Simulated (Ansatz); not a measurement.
We consider fcc Au, described by r²SCAN (plane waves, PAW; Ansatz, a program for electronic structure).

Numerical settings: plane-wave cutoff 500 eV, 18×18×1 k mesh (along the axes of the cell as run), Fermi–Dirac smearing 0.1 eV, scalar-relativistic PAW data made under PBE.

Q: Give the computed surface energy of the (100) face and work function of the (100) face.

A: 
surface energy of the (100) face: 1.06 J/m²
work function of the (100) face: 5.09 eV

The slab of 6 atoms is relaxed and unreconstructed.

Spin–orbit coupling is not included; it can shift volumes and moduli of such heavy elements.

The computed numbers hold no vibrational or temperature effects.
